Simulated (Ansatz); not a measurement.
bcc Li was calculated with PBE0-D3(BJ) (Ansatz, a quantum-chemistry and plane-wave program, plane waves, PAW).

Run with plane-wave cutoff 460 eV, 14×14×14 k mesh, Fermi–Dirac smearing 0.05 eV, scalar-relativistic PAW data made under PBE.

Pressure at four volumes; x = ln(V/18.666 Å³). One pressure is withheld.

| V (Å³/atom) | x | P (GPa) |
|---|---|---|
| 17.733 | -0.0513 | 0.854 |
| 18.666 | 0.0000 | 0.009 |
| 19.133 | 0.0247 | -0.349 |
| 19.600 | 0.0488 | ? |

Question: Pass a parabola P(x) through the three rows shown, estimate the bulk modulus and its pressure derivative near zero pressure, and predict the withheld pressure.

Answer: Slopes between the rows: (0.009 − (0.854))/(0.0000 − (-0.0513)) = -16.47 and (-0.349 − (0.009))/(0.0247 − (0.0000)) = -14.49 GPa. Their difference over the span 0.0760 is c = 1.98/0.0760 = 26.1 GPa, so P(x) = 0.854 + (-16.47)(x − (-0.0513)) + 26.1 (x − (-0.0513))(x − (0.0000)). At the middle row B = −dP/dx = −[-16.47 + 26.1 × 0.0513] = 15.1 GPa, and B′ = dB/dP = 2c/B = 3.5. At x = 0.0488 the parabola gives -0.667 GPa; the run gives -0.671 GPa. The Birch–Murnaghan fit to the energies at all volumes has B0 = 15.1 GPa and B′ = 3.3.

Measured, for comparison: bulk modulus 13.8 GPa (corrected for temperature and zero-point phonon effects, our sources range from 13.1 to 13.9; as tabulated in Levämäki et al. (2014), arXiv:1402.3671). Computed (rounded) less measured: bulk modulus +9 % (+9 % to +15 % over the range).
